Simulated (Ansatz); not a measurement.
Basis-set extrapolation for `ClCCCl` (PBE0-D4/def2-TZVP geometry, frozen core, Ansatz 0.2.0). Multiplicity 1, RHF reference.

```json
{"": "HF", "def2-TZVPP": "-997.121794", "def2-QZVPP": "-997.151034"}
{"": "MP2 correlation", "def2-TZVPP": "-0.725769", "def2-QZVPP": "-0.787420"}
{"": "CCSD(T) correlation", "def2-TZVPP": "-0.808884", "def2-QZVPP": "-0.868674"}
```

Energies in hartree. Use E(X) = E(∞) + A·exp(−7.88·√X) for Hartree–Fock and E(X) = E(∞) + B·X^(−2.97) for correlation, with X = 3 and 4.

Question: What is the CCSD(T) energy at the basis-set limit?

Answer: HF limit: -997.151034 + (-0.029240) × 0.13774 = -997.15506. Correlation limit: -0.868674 + (-0.059790) × 0.74074 = -0.91296. Total: -998.06802 hartree, 360.6 kJ/mol below CCSD(T)/def2-TZVPP.
